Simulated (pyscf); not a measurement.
A first-order saddle from PySCF, ωB97X-D3(BJ)/def2-SVP:

```xyz
9

Al    -0.0828     0.0461     0.9209
C     -1.7761    -0.8909     0.5421
H     -1.6702    -1.4657    -0.3977
H     -2.5960    -0.1661     0.3873
H     -2.0927    -1.5998     1.3242
N      0.2774     1.2708    -0.5121
H      1.3121     0.3942     0.0012
H     -0.0997     1.3704    -1.4643
H      0.8381     2.0937    -0.2895
```
Charge 0, spin multiplicity 1.

Surface: singlet, charge 0. Lowest wavenumbers (cm⁻¹): 1542i, 84, 160, 292, 534.

Q: Name the species on either side of this saddle.

A: H₃C–Al (SMILES [CH3][Al]) [singlet] + NH₃ (SMILES N) ⇌ H₃C–AlH–NH₂ (SMILES [CH3][AlH][NH2]), an insertion read from left to right: H–N broken and Al–N, Al–H formed. At CCSD(T)/def2-TZVPP + ΔMP2(QZVPP) it lies +23.9 kcal/mol from the left side and +72.1 kcal/mol from the right (each side as separated species at their lowest minima found). On the reactant side the descent ends in an adduct with a Al–N contact (not fully relaxed), 13.6 kcal/mol under the separated species and 38.6 kcal/mol under the saddle at ωB97X-D3(BJ)/def2-TZVP. What is counted as formed (Al–N) is already present as a longer contact in the reactant adduct; forming that adduct is a step of its own. The same reactants have a lower exit, to H₂N–Al [singlet] + CH₄ (barrier +13.8 kcal/mol at ωB97M-D3(BJ), against +26.1 kcal/mol here). This is the saddle that the search found; another between the same sides may lie lower. The CCSD(T) − MP2 part came from Ansatz, without density fitting, on the same reference.
